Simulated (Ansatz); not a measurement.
**A saddle search, step by step**

CH5BO, closed shell, PBE0-D4/def2-SVP (Ansatz 0.2.0). Settings; a guess of the unstable mode was typed too, and convergence needs a confirmed negative curvature besides the force tolerance:

```yaml
hamiltonian: {xc: pbe0, dispersion: d4}
saddle:
  f_tol: 0.05
  max_steps: 40
```

Start:

| atom | x (Å) | y (Å) | z (Å) |
| --- | --- | --- | --- |
| B1 | -0.9122 | 0.1788 | 0.3954 |
| O2 | -0.1452 | -0.4444 | -0.9517 |
| C3 | 0.9963 | -0.1861 | -0.4724 |
| H4 | -0.1535 | 0.9702 | 0.8837 |
| H5 | -1.8441 | 0.6817 | -0.2638 |
| H6 | -1.1225 | -0.8151 | 1.0569 |
| H7 | 1.7122 | 0.3460 | -1.0745 |
| H8 | 1.3253 | -0.5359 | 0.5421 |

| step | energy less the last (meV) | largest force component (eV/Å) |
| --- | --- | --- |
| 1 | 154.2 | 2.334 |
| 2 | 15.4 | 0.542 |
| 3 | 1.9 | 0.152 |
| 4 | 0.8 | 0.057 |
| 5 | 0.4 | 0.037 |
| 6 | 0.0 | 0.004 |

Step 2, positions (Å) and forces (eV/Å):

```json
{"atom": "B1", "x": "-0.933", "y": "0.129", "z": "0.374", "Fx": "-0.462", "Fy": "0.015", "Fz": "-0.055"}
{"atom": "O2", "x": "-0.082", "y": "-0.468", "z": "-0.952", "Fx": "0.137", "Fy": "0.216", "Fz": "0.035"}
{"atom": "C3", "x": "1.027", "y": "-0.185", "z": "-0.481", "Fx": "-0.542", "Fy": "-0.281", "Fz": "-0.008"}
{"atom": "H4", "x": "-0.220", "y": "1.014", "z": "0.847", "Fx": "0.235", "Fy": "0.061", "Fz": "0.079"}
{"atom": "H5", "x": "-1.846", "y": "0.727", "z": "-0.191", "Fx": "0.226", "Fy": "-0.244", "Fz": "0.010"}
{"atom": "H6", "x": "-1.164", "y": "-0.818", "z": "1.102", "Fx": "0.044", "Fy": "0.066", "Fz": "-0.071"}
{"atom": "H7", "x": "1.760", "y": "0.368", "z": "-1.095", "Fx": "0.153", "Fy": "0.044", "Fz": "0.004"}
{"atom": "H8", "x": "1.315", "y": "-0.572", "z": "0.513", "Fx": "0.209", "Fy": "0.123", "Fz": "0.006"}
```

Step 4, positions (Å) and forces (eV/Å):

| atom | x | y | z | Fx | Fy | Fz |
| --- | --- | --- | --- | --- | --- | --- |
| B1 | -0.943 | 0.132 | 0.376 | -0.050 | 0.030 | 0.009 |
| O2 | -0.097 | -0.464 | -0.952 | 0.036 | -0.057 | -0.023 |
| C3 | 1.007 | -0.187 | -0.477 | -0.009 | 0.048 | -0.022 |
| H4 | -0.187 | 0.998 | 0.846 | -0.002 | 0.020 | 0.033 |
| H5 | -1.833 | 0.714 | -0.212 | 0.021 | -0.019 | 0.021 |
| H6 | -1.168 | -0.812 | 1.103 | -0.010 | 0.010 | -0.013 |
| H7 | 1.748 | 0.376 | -1.082 | 0.003 | -0.013 | 0.002 |
| H8 | 1.328 | -0.562 | 0.512 | 0.010 | -0.020 | -0.006 |

Step 5, positions (Å) and forces (eV/Å):

| atom | x | y | z | Fx | Fy | Fz |
| --- | --- | --- | --- | --- | --- | --- |
| B1 | -0.943 | 0.133 | 0.376 | -0.014 | 0.015 | 0.036 |
| O2 | -0.096 | -0.468 | -0.952 | 0.005 | -0.032 | -0.037 |
| C3 | 1.006 | -0.186 | -0.478 | 0.016 | 0.017 | 0.002 |
| H4 | -0.187 | 1.000 | 0.850 | -0.008 | -0.002 | 0.001 |
| H5 | -1.832 | 0.713 | -0.213 | 0.000 | 0.006 | -0.001 |
| H6 | -1.169 | -0.811 | 1.102 | -0.009 | 0.002 | -0.001 |
| H7 | 1.747 | 0.378 | -1.082 | -0.002 | -0.001 | 0.004 |
| H8 | 1.329 | -0.564 | 0.511 | 0.012 | -0.005 | -0.004 |

Last step (6):

```xyz
8
angstrom
B -0.9463 0.1344 0.3808
O -0.0929 -0.4776 -0.9499
C 1.0083 -0.1864 -0.4793
H -0.1865 0.9947 0.8561
H -1.8267 0.7169 -0.2184
H -1.1819 -0.8087 1.1044
H 1.7424 0.3845 -1.0852
H 1.3398 -0.5624 0.5072
```

Hardware: 2 CPU threads of an Arm Neoverse V2, shared host. Wall time about 53 s.
